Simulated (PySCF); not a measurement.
## Which orbitals make which state

H₆OSi₂.
SMILES: `[SiH3]O[SiH3]`

Level of theory: PySCF, TDDFT CAM-B3LYP/def2-SVPD, vertical, gas phase, core orbitals frozen in the response. Isolated species at its GFN2-xTB geometry, gas phase.

Orbital energies (eV): HOMO-3 -11.40, HOMO-2 -11.38, HOMO-1 -9.97, HOMO -9.93, LUMO 0.72, LUMO+1 1.29, LUMO+2 1.62.

**Question.** Among the lowest singlets, which states do these configurations lead, and at what energies: HOMO-1→LUMO+1, HOMO→LUMO+1, HOMO→LUMO, HOMO-1→LUMO?

**Answer.** 

```tsv
state	leading configuration	weight	Δε (eV)	E (eV)	E − Δε (eV)	f	other configurations
S1	HOMO→LUMO	0.93	10.64	7.20	-3.45	0.0065	–
S2	HOMO-1→LUMO	0.93	10.69	7.23	-3.45	0.0058	–
S5	HOMO→LUMO+1	0.89	11.21	8.43	-2.79	0.105	–
S6	HOMO-1→LUMO+1	0.89	11.26	8.46	-2.80	0.094	–
```

E − Δε runs from -3.45 to -2.79 eV. Among themselves, these states come in the order of their orbital differences. Δε is the difference of the two orbital energies.

H and L stand for HOMO and LUMO. The other states: S3 8.28 eV, f 0.0000, H-3→L (36%), H→L+2 (29%), H→L+5 (25%); S4 8.29 eV, f 0.0006, H-2→L (39%), H-1→L+2 (27%), H-1→L+5 (24%); S7 8.72 eV, f 0.0032, H→L+3 (56%), H-1→L+4 (24%).

**Question.** Which computed triplets share their leading configuration (75% or more) with a singlet, and how far apart are the partners?

**Answer.** 

```json
{"configuration": "HOMO→LUMO", "triplet": "T1", "E(T) (eV)": "6.86", "singlet": "S1", "E(S) (eV)": "7.20", "E(S) − E(T) (eV)": "+0.34"}
{"configuration": "HOMO-1→LUMO", "triplet": "T2", "E(T) (eV)": "6.89", "singlet": "S2", "E(S) (eV)": "7.23", "E(S) − E(T) (eV)": "+0.34"}
```

The 3 triplets are Tamm–Dancoff values, the singlets full response.

Summed over the main configurations (up to three a state, each over 8%) of all 7 singlets, the electron leaves HOMO with weight 2.93, HOMO-1 with weight 2.58, HOMO-2 with weight 0.39 and HOMO-3 with weight 0.36.

The run took 5.8 s wall on one thread of an x86-64 server, no GPU, on a shared host.
